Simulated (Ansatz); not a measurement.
## CH4O, SMILES CO: the interaction energy of a dimer with the counterpoise correction, step by step

Computed with Ansatz 0.2.0 through its Python package.

The cells in order, each with its output:

```python
import ansatz
```

```python
BASIS_SET = "def2-SVP"
FUNCTIONAL = "PBE0"

FIRST = [
    ("C", (-0.09, -0.2115, -0.2818)),
    ("O", (-0.1654, 0.3133, 1.0209)),
    ("H", (-0.8679, -0.9688, -0.3547)),
    ("H", (0.8814, -0.6796, -0.4743)),
    ("H", (-0.2714, 0.5585, -1.0395)),
    ("H", (0.5133, 0.9881, 1.1293)),
]
SECOND = [
    ("C", (-0.4297, 1.7926, -3.573)),
    ("O", (-0.729, 0.5042, -3.0949)),
    ("H", (0.6555, 1.8725, -3.5855)),
    ("H", (-0.8362, 2.5717, -2.9193)),
    ("H", (-0.8091, 1.9456, -4.5891)),
    ("H", (-1.6853, 0.3931, -3.0638)),
]
```

```python
def energy(atoms, ghosts=()):
    molecule = ansatz.Crystal.molecule()
    for symbol, xyz in atoms:
        molecule = molecule.atom(symbol, xyz)
    calc = (
        molecule.calculation()
        .basis(gaussian=BASIS_SET)
        .functional(FUNCTIONAL)
    )
    deck = calc.input()
    if ghosts:
        deck = deck.set(ansatz.key.basis.gaussian.ghost_atoms, [{"symbol": s, "position_ang": list(xyz)} for s, xyz in ghosts])
    return ansatz.Session.from_dict(deck).plan().execute().report["free_energy_ev"]
```

```python
# monomers in their own basis and in the basis of the dimer
both = energy(FIRST + SECOND)
alone = energy(FIRST) + energy(SECOND)
ghosted = energy(FIRST, SECOND) + energy(SECOND, FIRST)
print(f"dimer {both:.6f} eV")
print(f"interaction, uncorrected   {(both - alone):8.3f} eV")
print(f"interaction, counterpoise  {(both - ghosted):8.3f} eV")
print(f"basis-set superposition    {(alone - ghosted):8.3f} eV")
```

    dimer -6285.738608 eV
    interaction, uncorrected     -0.013 eV
    interaction, counterpoise     0.085 eV
    basis-set superposition       0.097 eV

Uncorrected it is -0.013 eV, with the counterpoise correction 0.085 eV; the difference, 0.10 eV, is the superposition error. The sign changes with the correction, so this basis doesn't settle it.

Notes:
- Total energies depend on the basis set; only differences at equal settings carry meaning.
- The dimer is a generated trial pose of unrelaxed monomers, not a minimum, so the figure is no binding energy, and the basis set is small.
- This level lacks the dispersion part of the attraction (electrostatics and induction are there), which can decide the sign where the interaction is weak.
- Wall time of the script: 7.6 s on 1 thread of Arm Neoverse V1 (shared host), peak memory 0.21 GiB.

(Lines on the test bed's own set-up are left out of the output.)
